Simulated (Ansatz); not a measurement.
Basis-set extrapolation for `C=C/C=C/O` (PBE0-D4/def2-TZVP geometry, frozen core, the Gaussian-basis code of Ansatz). Multiplicity 1, RHF reference.

```json
{"": "HF", "def2-TZVPP": "-229.874577", "def2-QZVPP": "-229.885227"}
{"": "MP2 correlation", "def2-TZVPP": "-0.881899", "def2-QZVPP": "-0.942546"}
{"": "CCSD(T) correlation", "def2-TZVPP": "-0.955281", "def2-QZVPP": "not run"}
```

Energies in hartree. Use E(X) = E(∞) + A·exp(−7.88·√X) for Hartree–Fock and E(X) = E(∞) + B·X^(−2.97) for correlation, with X = 3 and 4, and add CCSD(T) minus MP2 of the smaller set to the MP2 limit.

What is the CCSD(T) energy at the basis-set limit?

HF limit: -229.885227 + (-0.010650) × 0.13774 = -229.88669. MP2 limit: -0.942546 + (-0.060647) × 0.74074 = -0.98747. Higher-order term: -0.955281 − (-0.881899) = -0.07338. Total: -230.94754 hartree, 73.8 kcal/mol below CCSD(T)/def2-TZVPP.
